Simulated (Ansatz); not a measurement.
The inner images of a band of Al₂H₄O (7 atoms, charge 0, multiplicity 1) are given out of order.

Level of theory: Ansatz, RKS CAM-B3LYP-D4/def2-SVP.

Initial state:

```xyz
7
Properties=species:S:1:pos:R:3
O -1.758 -0.903 -0.391
Al -0.411 0.061 -0.811
Al 1.323 0.344 1.058
H -2.501 -1.114 -0.962
H -0.382 0.667 -2.286
H 2.537 -0.668 1.245
H 1.253 1.544 2.102
```

Final state:

```xyz
7
Properties=species:S:1:pos:R:3
O -2.339 -1.202 -0.556
Al -0.892 -0.472 -0.206
Al 1.494 0.744 0.341
H -3.172 -1.621 -0.756
H 1.656 1.458 -1.073
H 0.989 1.610 1.579
H 2.325 -0.584 0.625
```

Put them in order from the first end to the last, with their energies above the first end.
A.
```xyz
7
Properties=species:S:1:pos:R:3
O -1.326 -1.287 -0.816
Al -0.656 0.264 -0.567
Al 1.378 0.317 1.007
H -2.077 -1.500 -1.375
H -1.340 1.477 -1.341
H 1.515 -0.697 2.224
H 2.567 1.358 0.820
```
B.
```xyz
7
Properties=species:S:1:pos:R:3
O -1.548 -1.184 -0.575
Al -0.512 0.165 -0.724
Al 1.336 0.351 1.057
H -2.287 -1.393 -1.152
H -0.810 1.167 -1.927
H 1.954 -0.930 1.766
H 1.928 1.757 1.509
```
C.
```xyz
7
Properties=species:S:1:pos:R:3
O -1.615 -1.240 -1.423
Al -0.398 -0.514 -0.503
Al 1.518 0.297 0.691
H -2.535 -0.985 -1.521
H -0.744 0.866 0.407
H 1.579 -0.043 2.235
H 2.256 1.551 0.068
```
D.
```xyz
7
Properties=species:S:1:pos:R:3
O -1.997 -1.274 -0.929
Al -0.538 -1.012 -0.182
Al 1.319 0.746 0.614
H -2.823 -1.266 -1.407
H 0.239 1.617 -0.199
H 1.203 0.762 2.196
H 2.658 0.359 -0.140
```
E.
```xyz
7
Properties=species:S:1:pos:R:3
O -2.208 -1.273 -0.700
Al -0.769 -0.766 -0.046
Al 1.429 0.769 0.446
H -3.054 -1.488 -1.083
H 1.039 1.605 -0.860
H 1.011 1.368 1.859
H 2.613 -0.284 0.339
```
F.
```xyz
7
Properties=species:S:1:pos:R:3
O -1.795 -1.185 -1.226
Al -0.299 -0.872 -0.560
Al 1.292 0.553 0.718
H -2.703 -0.956 -1.411
H -0.311 1.028 0.428
H 1.536 0.059 2.197
H 2.340 1.304 -0.193
```
G.
```xyz
7
Properties=species:S:1:pos:R:3
O -1.299 -1.297 -1.231
Al -0.694 0.058 -0.387
Al 1.479 0.233 0.933
H -2.134 -1.284 -1.710
H -1.581 1.378 -0.421
H 1.498 0.017 2.507
H 2.793 0.827 0.264
```

B (+3.6 kJ/mol), A (+3.4 kJ/mol), G (+5.6 kJ/mol), C (+58.3 kJ/mol), F (+21.0 kJ/mol), D (+10.7 kJ/mol), E (+7.3 kJ/mol).

Time of the run: 3.7 min on 2 threads of Intel(R) Xeon(R) Platinum 8375C CPU @ 2.90GHz (Ice Lake), on a shared host, peak memory 0.16 GiB.
